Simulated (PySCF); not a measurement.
First SCF of a structure search on triplet CF2, at a hand-made linear geometry. PySCF input:

```python
from pyscf import gto, scf, dft
mol = gto.M(atom='''
C      0.000000     0.000000     0.000000
F      0.000000     0.000000     1.390000
F      0.000000     0.000000    -1.390000''',
    basis={'C': 'def2-TZVP', 'F': 'def2-TZVP'},
    charge=0, spin=2)
mf = dft.UKS(mol, xc='B3LYP')
mf.grids.atom_grid = (50, 194)
aux = {'C': 'def2-universal-JKFIT', 'F': 'def2-universal-JKFIT'}
mf = mf.density_fit(auxbasis=aux)
mf.conv_tol = 1e-08
mf.diis_space = 10
mf.max_cycle = 60
mf.init_guess = 'minao'
mf.verbose = 4
mf.kernel()
```

Excerpt of the output (cycles alone):

```
init E= -237.881061286301
cycle= 1 E= -237.532476897476  delta_E= 0.349  |g|= 0.509  |ddm|=  1.5
cycle= 2 E= -237.129696170454  delta_E= 0.403  |g|= 1.23  |ddm|= 0.819
cycle= 3 E= -237.634135639114  delta_E= -0.504  |g|= 0.0404  |ddm|= 0.482
cycle= 4 E= -237.634677577093  delta_E= -0.000542  |g|= 0.023  |ddm|= 0.0508
cycle= 5 E= -237.634879366048  delta_E= -0.000202  |g|= 0.00189  |ddm|= 0.0331
cycle= 6 E= -237.634882882239  delta_E= -3.52e-06  |g|= 0.000684  |ddm|= 0.00302
cycle= 7 E= -237.634883211429  delta_E= -3.29e-07  |g|= 0.000145  |ddm|= 0.000807
cycle= 8 E= -237.634883249983  delta_E= -3.86e-08  |g|= 5.24e-05  |ddm|= 0.000259
cycle= 9 E= -237.63488325251  delta_E= -2.53e-09  |g|= 6.16e-06  |ddm|= 6.8e-05
Extra cycle  E= -237.634883252508  delta_E= 2.27e-12  |g|= 9.35e-06  |ddm|= 7.8e-06
converged SCF energy = -237.634883252508  <S^2> = 2.0073729  2S+1 = 3.0049112
```

No lower solution of this spin was found from smeared starts or by a stability analysis within the unrestricted form.

The search for the lowest solution, 3 starts and the stability check together, took 7.4 s on 4 threads of a shared Arm Neoverse N1 host, with 93 basis functions; the process peaked at 0.38 GiB.
